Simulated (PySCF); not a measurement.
## Identify the compound

An unknown has the formula C3H4O3. Its calculated NMR data are:

1H NMR (500 MHz, computed): δ 7.91 (s, 1H), 2.08 (s, 3H).

13C{1H} NMR (computed): δ 176.5 (C), 164.5 (CH), 23.5 (CH3).

Method: shieldings: GIAO CAM-B3LYP/pcSseg-2, structure optimised with PBE0-D3(BJ)/def2-SVP, spin–spin couplings from B3LYP/pcJ-1 (without the spin–dipole term), in PySCF 2.14 (a single conformation, no solvent model, averaged over atoms made equivalent by symmetry, fast rotation or ring inversion, no relativistic terms).

Referencing at the same level of theory: TMS for 1H, 13C.

Q: Deduce the structure.

A: 
Rings plus π bonds: 2 (no ring in the answer). 3 carbon signals for 3 carbons: no two carbons are equivalent. Carbon types of the structure: 1 × C, 1 × CH, 1 × CH3, which accounts for all hydrogens. δC 176.5, 164.5: anhydride carbonyl carbon; lone-pair donation from the attached heteroatom keeps it upfield of a ketone carbonyl. δC 23.5: methyl carbon α to a carbonyl; α to the electron-withdrawing carbonyl group. δH 7.91: hydrogen on an anhydride carbonyl carbon. δH 2.08: hydrogen on a methyl carbon α to a carbonyl; α to C=O.

The compound is `CC(=O)OC=O`.

This is the structure that produced the data.

Shifts are as computed, not scaled to solution data. Of 1211 compounds with measured shifts, 218 miss one by over three times the rms of a fit or turn the order of signals round; such compounds aren't used in these exercises.
